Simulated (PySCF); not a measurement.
Compound: C₃H₃ClO₂.
SMILES with atom numbers: `[O:1]=[C:2]([OH:3])/[CH:4]=[CH:5]\[Cl:6]` (hydrogens: H7 on O3; H8 on C4; H9 on C5)

The same species was optimised twice, with GFN2-xTB and with PBE0-D3(BJ)/def2-SVP (PySCF), and the same property calculations (PySCF, gas phase) were run on both structures.

| coordinate | GFN2-xTB | PBE0-D3(BJ)/def2-SVP | change |
| --- | --- | --- | --- |
| C5–Cl6 (Å) | 1.698 | 1.708 | +0.010 |
| C4=C5 (Å) | 1.333 | 1.340 | +0.007 |
| C2–C4 (Å) | 1.473 | 1.476 | +0.003 |
| C2–O3 (Å) | 1.338 | 1.336 | -0.002 |
| O1=C2 (Å) | 1.206 | 1.206 | 0.000 |
| C2–C4–C5 (°) | 128.1 | 130.4 | +2.3 |
| C4–C5–Cl6 (°) | 125.9 | 127.7 | +1.8 |
| O1–C2–C4 (°) | 123.0 | 122.3 | -0.7 |
| O1–C2–O3 (°) | 122.2 | 122.7 | +0.5 |
| O3–C2–C4 (°) | 114.8 | 115.0 | +0.2 |
| O1–C2–C4–C5 (°) | 180 | 175 | -5 |

Rotational constants: A = 7337, B = 1828, C = 1463 MHz (GFN2-xTB) against A = 7403, B = 1732, C = 1405 MHz (PBE0-D3(BJ)/def2-SVP).

On the GFN2-xTB structure: lowest singlet, TDDFT (eV) 5.04 [CAM-B3LYP/def2-SVPD]; lowest triplet, Tamm–Dancoff (eV) 3.63 [CAM-B3LYP/def2-SVPD]; isotropic polarisability (au) 59.3 [CAM-B3LYP/def2-SVPD]; HOMO (eV) -9.39 [CAM-B3LYP/def2-SVPD]; LUMO (eV) -0.74 [CAM-B3LYP/def2-SVPD]; dipole (D) 1.63 [CAM-B3LYP/def2-SVPD]; HOMO (eV) -8.06 [PBE0/pcSseg-1]; LUMO (eV) -1.75 [PBE0/pcSseg-1]; dipole (D) 1.52 [PBE0/pcSseg-1]; GIAO shielding of O1 (ppm) -122.8 [PBE0/pcSseg-1]; GIAO shielding of C2 (ppm) 18.0 [PBE0/pcSseg-1]; GIAO shielding of O3 (ppm) 123.9 [PBE0/pcSseg-1]; GIAO shielding of C4 (ppm) 57.8 [PBE0/pcSseg-1]; GIAO shielding of C5 (ppm) 36.9 [PBE0/pcSseg-1]; GIAO shielding of Cl6 (ppm) 682.1 [PBE0/pcSseg-1].

Question: What do these properties become on the PBE0-D3(BJ)/def2-SVP structure?

Answer: 
```csv
property,level,on GFN2-xTB,on PBE0-D3(BJ)/def2-SVP,change
"lowest singlet, TDDFT (eV)",CAM-B3LYP/def2-SVPD,5.04,5.07,+0.03
"lowest triplet, Tamm–Dancoff (eV)",CAM-B3LYP/def2-SVPD,3.63,3.59,-0.04
isotropic polarisability (au),CAM-B3LYP/def2-SVPD,59.3,60.0,+0.7
HOMO (eV),CAM-B3LYP/def2-SVPD,-9.39,-9.41,-0.02
LUMO (eV),CAM-B3LYP/def2-SVPD,-0.74,-0.79,-0.05
dipole (D),CAM-B3LYP/def2-SVPD,1.63,1.52,-0.11
"energy, GFN2-xTB geometry as zero (kcal/mol)",CAM-B3LYP/def2-SVPD,0.0,-0.8,-0.8
HOMO (eV),PBE0/pcSseg-1,-8.06,-8.08,-0.02
LUMO (eV),PBE0/pcSseg-1,-1.75,-1.80,-0.05
dipole (D),PBE0/pcSseg-1,1.52,1.41,-0.11
"energy, GFN2-xTB geometry as zero (kcal/mol)",PBE0/pcSseg-1,0.0,-1.0,-1.0
GIAO shielding of O1 (ppm),PBE0/pcSseg-1,-122.8,-119.0,+3.8
GIAO shielding of C2 (ppm),PBE0/pcSseg-1,18.0,18.2,+0.2
GIAO shielding of O3 (ppm),PBE0/pcSseg-1,123.9,122.8,-1.1
GIAO shielding of C4 (ppm),PBE0/pcSseg-1,57.8,55.9,-1.9
GIAO shielding of C5 (ppm),PBE0/pcSseg-1,36.9,36.2,-0.7
GIAO shielding of Cl6 (ppm),PBE0/pcSseg-1,682.1,678.1,-4.0
```

The heavy atoms differ by 0.062 Å rms after alignment. Among bonds between heavy atoms C5–Cl6 changes most (+0.010 Å). Changes are differences of the printed values. Neither structure is proved a minimum here.

The values belong to the conformer `[O:1]=[C:2]([OH:3])/[CH:4]=[CH:5]\[Cl:6]`: O1–C2–C4–C5 175°, H–O3–C2–O1 0°.
